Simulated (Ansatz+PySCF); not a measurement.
A calculation with Ansatz (development build ahead of 0.2.0).

```yaml
crystal:
  periodic: [false, false, false]
  atoms:
    - { symbol: C, position_ang: [0.0, 0.0, -0.10592] }
    - { symbol: H, position_ang: [0.0, 1.00396, 0.31776] }
    - { symbol: H, position_ang: [0.0, -1.00396, 0.31776] }
    - { symbol: C, position_ang: [10.0, 0.0, -0.10592] }
    - { symbol: H, position_ang: [10.0, 1.00396, 0.31776] }
    - { symbol: H, position_ang: [10.0, -1.00396, 0.31776] }
basis:
  gaussian: { orbitals: cc-pVDZ }
magnetization:
  spin_polarized: true
hamiltonian:
  xc: pbe0
scf:
  omitted_lower_state_checks: [stability, starts, atomic_configurations, cluster_reference, orbital_swaps, given_window_search, neighbouring_geometries, increment]
```

The input is written out in the form of the current development build from the run's settings.

The run gave:

- Converged: yes
- Total energy: -78.10454 hartree
- Spin squared of the determinant: 0.000
- Occupied orbitals by symmetry in an Abelian subgroup (alpha; beta): 3 A1 1 A2 1 B1 3 B2; 3 A1 1 A2 1 B1 3 B2

This is not the lowest solution: another run reaches a determinant 2.74 eV lower.
